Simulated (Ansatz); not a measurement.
Rock-salt HfN was calculated with r²SCAN in Ansatz (plane waves, PAW).

Settings: plane-wave cutoff 560 eV, 22×22×22 k mesh, Fermi–Dirac smearing 0.05 eV, scalar-relativistic PAW data made under PBE.

Energies at three volumes about the minimum:

```tsv
V (Å³/atom)	E − E_lowest (meV/atom)
11.352	4.23
11.584	0.00
11.815	3.93
```

Task: Fit a parabola by hand: where is the minimum, what lattice constant follows, and what is the bulk modulus?

Result: Slopes: (0.00 − 4.23)/(11.584 − 11.352) = -18.233 and (3.93 − 0.00)/(11.815 − 11.584) = 17.013 meV/Å³. Curvature E″ = 2 × (17.013 − (-18.233))/(11.815 − 11.352) = 152.251 meV/Å⁶. From the middle of the first interval, the slope vanishes at V0 = 11.4680 − (-18.233)/152.251 = 11.588 Å³/atom. B = V0 E″ = 11.588 × 152.251 meV/Å³ × 0.1602 GPa per meV/Å³ = 283 GPa. With 8 atoms in the cube, a = (8 × 11.588)^(1/3) = 4.526 Å. The full Birch–Murnaghan fit to all volumes gives V0 = 11.584 Å³/atom and B0 = 282 GPa.

Measured, for comparison: bulk modulus 260 GPa (room temperature, no zero-point or thermal correction, sources range from 260 to 306; as tabulated in Synthesis of Binary Transition Metal Nitrides, Carbides and Borides from the …); lattice constant a 4.524 Å (room temperature, no zero-point or thermal correction; as tabulated in Seo, Lee, Wen, Petrov, Greene, Gall, J. Appl. Phys. 96, 878 (2004)). Computed less measured: bulk modulus +8 % (inside the range of the sources held).

Ansatz is a quantum-chemistry and plane-wave program.
